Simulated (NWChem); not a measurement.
CH$_{3}$O, doublet; SMILES C[O]

```xyz
5

C     -0.0068    -0.5656     0.0382
O     -0.0118     0.7687    -0.1259
H      0.5796    -1.1445    -0.7272
H      0.5472    -0.7560     1.0076
H     -1.0147    -1.0360     0.2051
```
Atoms are numbered in this order, from 1.

Results from NWChem. Spin-unrestricted. The radical's symmetric form is orbitally degenerate, so geometry and low modes hang on which distorted state is reached. Geometry: optimised at PBE-D3(BJ)/def2-SVP, spin-unrestricted. No stability test was run on the SCF state. Vzz is the largest principal value of the second derivative of the potential at the nucleus (NWChem prints the opposite sign); η is the asymmetry. Non-relativistic.

| level | Vzz O2 (a.u.) | η O2 | relative time |
|---|---|---|---|
| CAM-B3LYP/def2-TZVP | -2.557 | 0.58 | 3 |
| CAM-B3LYP/cc-pVTZ | -2.572 | 0.56 | 6 |
| B3LYP/cc-pVTZ | -2.551 | 0.54 | 2 |
| B3LYP/def2-TZVP | -2.537 | 0.55 | 1 |

The last column is a rough cost ratio, cheapest run = 1.
